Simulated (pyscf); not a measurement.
Structures and frequencies: ωB97X-D3(BJ)/def2-SVP in PySCF. MP2 and CC: frozen core, UHF for open shells. ΔMP2 is the change of the MP2 total energy from the triple- to the quadruple-zeta basis.

**Question.** For H₂N–NH–GeH₃ (SMILES N[NH][GeH3]) → H₂N–NH₂ (SMILES NN) + GeH₂ (SMILES [GeH2]) [singlet], a 1,1-elimination (singlet surface; Ge–N, Ge–H broken, H–N formed), PBE/def2-TZVP gives ΔE‡ = 194.3 kJ/mol and ΔE = +153.4 kJ/mol (zero: the reactant's lowest minimum found). In which direction and how far do PBE0-D3(BJ)/def2-TZVP, M06-2X/def2-TZVP, CCSD(T)/def2-TZVPP + ΔMP2(QZVPP) move these?

**Answer.** PBE0-D3(BJ): ΔE‡ = 224.4 kJ/mol, ΔE = +168.3 kJ/mol; M06-2X: ΔE‡ = 243.6 kJ/mol, ΔE = +166.3 kJ/mol; CCSD(T): ΔE‡ = 236.6 kJ/mol, ΔE = +164.6 kJ/mol. PBE's barrier lies under all of them, by 30.1 to 49.2 kJ/mol. Its reaction energy lies under all of them, by 11.2 to 14.9 kJ/mol. Low barriers are usual for a GGA, whose delocalisation error favours stretched bonds. On the product side the descent ends in an adduct with a Ge–N contact, 124.9 kJ/mol under the separated species and 200.5 kJ/mol under the saddle at ωB97X-D3(BJ)/def2-TZVP. What is counted as broken (Ge–N) persists as a longer contact in the product adduct; parting that adduct is a step of its own. At ωB97X-D3(BJ) the barrier from the zero used here is 250.8 kJ/mol. H₂N–NH–GeH₃ lies 187.3 kJ/mol over its isomer H₂N–GeH₂–NH₂ (electronic energy, ωB97M-D3(BJ)). This is the saddle that the search found; another between the same sides may lie lower. The CCSD(T) − MP2 part came from Ansatz, without density fitting, on the same reference. The frozen core leaves the outer d or s,p core shells of the metals and heavy elements correlated in the MP2 and CC values, and def2-TZVPP describes them poorly, which can shift differences by a few kcal/mol. Elements up to Kr have no core potential and no relativistic terms here.
